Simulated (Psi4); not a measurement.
**SiNH4O (SMILES [O]N[SiH3]) at 3 levels**

We compute a comparison of 3 runs (UHF/cc-pCVTZ) of SiNH4O. 

The results are computed with Psi4 1.11.

1 further run of the same task is left out (set aside as unsound or not needed).

### 1 Starting point

The species is SiNH4O (7 atoms), meant as a doublet with charge 0. As SMILES, `[O]N[SiH3]`. The coordinates come from a GFN2-xTB relaxation.

Bond lengths: O1–N2 1.283 Å, N2–Si3 1.756 Å, N2–H4 1.022 Å, Si3–H5 1.462 Å, Si3–H6 1.460 Å, Si3–H7 1.460 Å. Angles: O1–N2–Si3 120.5°, O1–N2–H4 114.4°, Si3–N2–H4 125.1°, N2–Si3–H5 101.4°, N2–Si3–H6 107.6°, N2–Si3–H7 107.6°, H5–Si3–H6 113.9°, H5–Si3–H7 113.9°, H6–Si3–H7 111.5°.

### 2 A single-point energy at UHF/cc-pCVTZ (DKH3, density fitting with cc-pvqz-jkfit) (run 1)

Input file input.in:

```
memory 1600 MB

molecule system {
  0 2
  O     -0.319550    -1.681360     0.963970
  N     -0.466220    -0.878510    -0.025620
  Si     0.335030     0.684380    -0.030540
  H     -1.070320    -1.232130    -0.770820
  H     -0.101510     1.229980    -1.314450
  H     -0.150000     1.433580     1.125080
  H      1.772560     0.444060     0.052370
}

set {
  basis         cc-pCVTZ
  reference     uhf
  scf_type      df
  df_basis_scf  cc-pvqz-jkfit
  d_convergence 1e-07
  maxiter       60
  relativistic  dkh
  dkh_order     3
}

E = energy("hf")
```

Run with:

```bash
$ psi4 -i input.in -o input.out -n 1
```

input.out:

```text
[...]
  Running in c1 symmetry.
[...]
  Nuclear repulsion =  108.348355561687896
[...]
  Multiplicity = 2
[...]
  Nalpha       = 17
  Nbeta        = 16
[...]
    Number of basis functions: 201
[...]
   @DF-UHF iter   1:  -421.08627837341942   -7.06722e-01   2.05046e-03 ADIIS/DIIS
[...]
   @DF-UHF iter  13:  -421.19088465091050   -4.12103e-09   8.67138e-08 DIIS
[...]
   @S^2 Observed:                7.651904625E-01
[...]
    Orbital Energies [Eh]
    ---------------------
    Alpha Occupied:
       1A    -68.932202     2A    -20.623322     3A    -15.629933
       4A     -6.169666     5A     -4.251022     6A     -4.250502
       7A     -4.250355     8A     -1.468726     9A     -1.054994
      10A     -0.774342    11A     -0.692628    12A     -0.691690
      13A     -0.620295    14A     -0.512415    15A     -0.508685
      16A     -0.466408    17A     -0.397451
    Alpha Virtual:
      18A      0.115998    19A      0.166300    20A      0.173499
      21A      0.173668    22A      0.188723    23A      0.289179
      24A      0.295773    25A      0.300516    26A      0.349654
[...]
  @DF-UHF Final Energy:  -421.19088465091050
   => Energetics <=
    Nuclear Repulsion Energy =            108.3483555616878959
    One-Electron Energy =                -797.3912418897937187
    Two-Electron Energy =                 267.8520016771953465
    Total Energy =                       -421.1908846509105047
  UHF NO Occupations:
  HONO-2 :   15  A 1.9984720
  HONO-1 :   16  A 1.9950652
[...]
 Multipole Moments:
 ------------------------------------------------------------------------------------
     Multipole            Electronic (a.u.)      Nuclear  (a.u.)        Total (a.u.)
 ------------------------------------------------------------------------------------
 L = 1.  Multiply by 2.5417464519 to convert [e a0] to [Debye]
 Dipole X            :         -0.6354599            0.5399628           -0.0954971
 Dipole Y            :         -2.2443307            2.8726710            0.6283404
 Dipole Z            :          0.9145859           -1.6558487           -0.7412628
 Magnitude           :                                                    0.9764230
[...]
```

Run time: 5.4 s. Hardware: 1 thread of Intel Xeon Platinum 8488C (Sapphire Rapids), shared host; peak memory 0.47 GiB.

### 3 A single-point energy at UHF/cc-pCVTZ (DKH3, density fitting) (run 2)

Input file job.in:

```
memory 1600 MB

molecule {
  0 2
  O     -0.319550    -1.681360     0.963970
  N     -0.466220    -0.878510    -0.025620
  Si     0.335030     0.684380    -0.030540
  H     -1.070320    -1.232130    -0.770820
  H     -0.101510     1.229980    -1.314450
  H     -0.150000     1.433580     1.125080
  H      1.772560     0.444060     0.052370
}

set {
  basis        cc-pCVTZ
  reference    uhf
  scf_type     df
  relativistic dkh
  dkh_order    3
}

energy("scf")
print_variables()
```

Run with:

```bash
$ psi4 -n 1 job.in job.out
```

job.out:

```text
[...]
  Running in c1 symmetry.
[...]
  Nuclear repulsion =  108.348355561687896
[...]
  Multiplicity = 2
[...]
  Nalpha       = 17
  Nbeta        = 16
[...]
    Number of basis functions: 201
[...]
   @DF-UHF iter   1:  -421.08631188022906   -7.06802e-01   2.05054e-03 DIIS/ADIIS
[...]
   @DF-UHF iter  11:  -421.19093760711655   -4.74879e-07   7.50595e-07 DIIS
[...]
   @S^2 Observed:                7.651831066E-01
[...]
    Orbital Energies [Eh]
    ---------------------
    Alpha Occupied:
       1A    -68.932158     2A    -20.623340     3A    -15.629945
       4A     -6.169609     5A     -4.250985     6A     -4.250466
       7A     -4.250319     8A     -1.468737     9A     -1.054994
      10A     -0.774332    11A     -0.692624    12A     -0.691684
      13A     -0.620296    14A     -0.512415    15A     -0.508687
      16A     -0.466412    17A     -0.397449
    Alpha Virtual:
      18A      0.115988    19A      0.166312    20A      0.173499
      21A      0.173673    22A      0.188763    23A      0.289228
      24A      0.295823    25A      0.300544    26A      0.349683
[...]
  @DF-UHF Final Energy:  -421.19093760711655
   => Energetics <=
    Nuclear Repulsion Energy =            108.3483555616878959
    One-Electron Energy =                -797.3917734999731692
    Two-Electron Energy =                 267.8524803311687492
    Total Energy =                       -421.1909376071165525
  UHF NO Occupations:
  HONO-2 :   15  A 1.9984724
  HONO-1 :   16  A 1.9950673
[...]
 Multipole Moments:
 ------------------------------------------------------------------------------------
     Multipole            Electronic (a.u.)      Nuclear  (a.u.)        Total (a.u.)
 ------------------------------------------------------------------------------------
 L = 1.  Multiply by 2.5417464519 to convert [e a0] to [Debye]
 Dipole X            :         -0.6355388            0.5399628           -0.0955760
 Dipole Y            :         -2.2445290            2.8726710            0.6281420
 Dipole Z            :          0.9146270           -1.6558487           -0.7412217
 Magnitude           :                                                    0.9762719
[...]
```

It took 4.2 s on 1 thread of Intel Xeon Platinum 8488C (Sapphire Rapids), shared host; peak memory 0.39 GiB.

### 4 The energy at UHF/cc-pCVTZ (density fitting) (run 3)

Input file job.json:

```json
{
  "schema_name": "qcschema_input",
  "schema_version": 1,
  "molecule": {
    "schema_name": "qcschema_molecule",
    "schema_version": 2,
    "symbols": ["O", "N", "Si", "H", "H", "H", "H"],
    "geometry": [-0.60386198, -3.17730992, 1.82163929, -0.88102811, -1.6601433, -0.04841478, 0.63311494, 1.29329077, -0.05771224, -2.02261167, -2.32838825, -1.45663869, -0.1918261, 2.32432534, -2.4839505, -0.28345892, 2.70907358, 2.12609307, 3.34965294, 0.83915178, 0.09896496],
    "molecular_charge": 0,
    "molecular_multiplicity": 2
  },
  "driver": "energy",
  "model": {
    "method": "scf",
    "basis": "cc-pCVTZ"
  },
  "keywords": {
    "reference": "uhf",
    "scf_type": "df"
  }
}
```

Run with:

```bash
$ psi4 --qcschema job.json -n 1 --memory 1600MB
```

stdout:

```text
[...]
  Running in c1 symmetry.
[...]
  Nuclear repulsion =  108.348355582710155
[...]
  Multiplicity = 2
[...]
  Nalpha       = 17
  Nbeta        = 16
[...]
    Number of basis functions: 201
[...]
   @DF-UHF iter   1:  -420.47559664345835   -6.94783e-01   1.99301e-03 ADIIS/DIIS
[...]
   @DF-UHF iter  11:  -420.57906754986902   -4.60345e-07   7.41011e-07 DIIS
[...]
   @S^2 Observed:                7.651745111E-01
[...]
    Orbital Energies [Eh]
    ---------------------
    Alpha Occupied:
       1A    -68.797562     2A    -20.609920     3A    -15.622499
       4A     -6.144338     5A     -4.250995     6A     -4.250474
       7A     -4.250324     8A     -1.467499     9A     -1.054012
      10A     -0.773858    11A     -0.692654    12A     -0.692004
      13A     -0.620400    14A     -0.512652    15A     -0.508930
      16A     -0.466720    17A     -0.397715
    Alpha Virtual:
      18A      0.115941    19A      0.166227    20A      0.173409
      21A      0.173563    22A      0.189493    23A      0.289195
      24A      0.295810    25A      0.300502    26A      0.349595
[...]
  @DF-UHF Final Energy:  -420.57906754986902
   => Energetics <=
    Nuclear Repulsion Energy =            108.3483555827101554
    One-Electron Energy =                -796.5318863336520963
    Two-Electron Energy =                 267.6044632010729174
    Total Energy =                       -420.5790675498690234
  UHF NO Occupations:
  HONO-2 :   15  A 1.9984683
  HONO-1 :   16  A 1.9950734
[...]
 Multipole Moments:
 ------------------------------------------------------------------------------------
     Multipole            Electronic (a.u.)      Nuclear  (a.u.)        Total (a.u.)
 ------------------------------------------------------------------------------------
 L = 1.  Multiply by 2.5417464519 to convert [e a0] to [Debye]
 Dipole X            :         -0.6363641            0.5399628           -0.0964013
 Dipole Y            :         -2.2447487            2.8726710            0.6279223
 Dipole Z            :          0.9133705           -1.6558487           -0.7424782
 Magnitude           :                                                    0.9771661
[...]
```

The result, in JSON:

```text
{
 "driver": "energy",
 "model": {
  "method": "scf",
  "basis": "cc-pCVTZ"
 },
 "success": true,
 "return_result": -420.579067549869,
 "properties": {
  "calcinfo_nbasis": 201,
  "calcinfo_nmo": 201,
  "calcinfo_nalpha": 17,
  "calcinfo_nbeta": 16,
  "calcinfo_natom": 7,
  "nuclear_repulsion_energy": 108.34835558271016,
  "return_energy": -420.579067549869,
  "scf_one_electron_energy": -796.5318863336521,
  "scf_two_electron_energy": 267.6044632010729,
  "scf_dipole_moment": [-0.09640127800742815, 0.6279223445550768, -0.7424781873789573],
  "scf_total_energy": -420.579067549869,
  "scf_iterations": 11
 }
}
```

Run time: 4.2 s. Hardware: 1 thread of Intel Xeon Platinum 8488C (Sapphire Rapids), shared host; peak memory 0.39 GiB.

### 5 The series

```csv
run,level,integral approximation,density convergence threshold,energy (Eh),dipole moment (D),HOMO energy (eV),LUMO energy (eV),wall time
1,"UHF/cc-pCVTZ (DKH3, density fitting with cc-pvqz-jkfit)",cc-pvqz-jkfit,1e-07,-421.190885,2.48,-10.82,3.16,5.4 s
2,"UHF/cc-pCVTZ (DKH3, density fitting)",program's default,–,-421.190938,2.48,-10.82,3.16,4.2 s
3,UHF/cc-pCVTZ (density fitting),program's default,–,-420.579068,2.48,-10.82,3.15,4.2 s
```

### 6 What came out

| quantity | value |
| --- | --- |
| run 3: total energy | -420.57907 Eh |
| run 3: dipole moment | 2.48 D |
| run 3: HOMO energy (highest over α and β) | -10.82 eV |
| run 3: LUMO energy (lowest over α and β) | 3.15 eV |
| run 3: ⟨S²⟩ | 0.765 |

What this shows: Some runs of one species differ in core potentials or relativity; totals across that change don't compare. All runs together took 14 s, the longest 5.4 s.
